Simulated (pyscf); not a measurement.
F–SiH(F)–O–SiH₃ (SMILES F[SiH](F)O[SiH3]) + H₃C–F (SMILES CF) -> F–SiH₂–O–SiH₃ (SMILES F[SiH2]O[SiH3]) + F–CH₂–F (SMILES FCF), a four-centre exchange (singlet surface; F–Si, C–H broken, H–Si, C–F formed). Structures and frequencies: ωB97X-D3(BJ)/def2-SVP in PySCF. Energies in eV from the separated reactants.

AM1 to PM7: differences of heats of formation from MOPAC, which are fitted to 298 K values and so differ in kind from electronic energies by zero-point and thermal terms. 

Q: In single points PM3 puts the saddle at 6.82 eV and the reaction energy at +2.38 eV. Should these be trusted to within a few kcal/mol? Compare with ωB97M-D3(BJ)/def2-TZVP.

A: ωB97M-D3(BJ)/def2-TZVP gives ΔE‡ = 4.91 eV and ΔE = +2.15 eV. PM3 lies 1.91 eV over it in the barrier and 0.23 eV over it in the reaction energy, so on this step it does not hold to within 0.13 eV. ωB97M-D3(BJ)/def2-TZVP has limits of its own. The same reactants have a lower exit, to F–Si•(F)–O–SiH₃ + H• + H₃C–F (no saddle counted: cutting one bond costs +4.57 eV at ωB97M-D3(BJ)/def2-TZVP, against +4.91 eV here). One saddle was located; it need not be the lowest between these sides.
